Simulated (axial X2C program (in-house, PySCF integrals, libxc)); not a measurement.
**Outer orbitals of NaP⁺ at 3.055 Å, PBE0**

Computed with an in-house all-electron X2C program for linear molecules (integrals from PySCF). Spin-free means the one-electron spin-free X2C Hamiltonian; two-component (2c) means X2C with spin–orbit coupling and atomic mean-field two-electron Coulomb and Gaunt terms, so the difference of the two also holds small scalar two-electron terms. Basis: P dyall-v3z [8s7p2d1f], Na dyall-cv3z [9s8p5d2f] (cores contracted in-house); Gaussian nuclei, density fitting, unrestricted open shells. Masses: P 30.974 u, Na 22.990 u.

The distance is close to the 2c PBE0 minimum; the highest filled and lowest empty levels are listed.

Spin-free orbitals, state M_S = 3/2, Λ = 0 (beyond evenly filled blocks: σα, π+α, π-α) (Löwdin shares):

| symmetry | occupied | ε (eV) | atomic character |
| --- | --- | --- | --- |
| σα | yes | -21.80 | 89% P s, 5% Na p, 4% Na d |
| σβ | yes | -18.06 | 88% P s, 5% Na p, 4% Na d |
| σα | yes | -12.65 | 89% P p, 5% Na s, 4% Na p |
| π+α | yes | -12.19 | 97% P p, 2% Na d |
| π-α | yes | -12.19 | 97% P p, 2% Na d |
| σβ | no | -8.05 | 76% P p, 18% Na s, 4% Na p |
| π+β | no | -7.27 | 93% P p, 4% Na p, 3% Na d |
| π-β | no | -7.27 | 93% P p, 4% Na p, 3% Na d |
| σα | no | -6.12 | 88% Na s, 5% P p, 3% Na p |

Spinors with spin–orbit coupling (state Ω = 3/2):

| ω | occupied | ε (eV) | atomic character | λ mixture |
| --- | --- | --- | --- | --- |
| 1/2 | yes | -21.80 | 89% P s, 5% Na p, 4% Na d | 100% σ |
| -1/2 | yes | -18.06 | 88% P s, 5% Na p, 4% Na d | 100% σ |
| 1/2 | yes | -12.65 | 89% P p, 5% Na s, 4% Na p | 100% σ |
| -1/2 | yes | -12.20 | 97% P p, 2% Na d | 100% π |
| 3/2 | yes | -12.17 | 97% P p, 2% Na d | 100% π |
| -1/2 | no | -8.05 | 76% P p, 18% Na s, 4% Na p | 100% σ |
| 1/2 | no | -7.28 | 93% P p, 4% Na p, 3% Na d | 100% π |
| -3/2 | no | -7.25 | 93% P p, 4% Na p, 3% Na d | 100% π |
| 1/2 | no | -6.12 | 88% Na s, 5% P p, 3% Na p | 100% σ |

Mulliken charges and populations of the two-component result (they depend on the basis, above all on diffuse functions):

P 0.11 e (s 5.99 p 8.90 d 0.01), Na 0.89 e (s 4.05 p 6.04 d 0.02). ⟨Lz⟩ = 0.00 ħ and ⟨Sz⟩ = 1.50 ħ (1.45 and 0.05 on the two atoms), which add up to Ω.

The state is one determinant whose occupation by symmetry is held fixed; it was picked as the lowest of a PBE0 search that is not exhaustive. Density functionals use the spin component along the axis (collinear). With several unpaired electrons one determinant need not be a pure state. This is the top spin component of a Σ state; components of lower Ω are not single determinants and can lie lower.
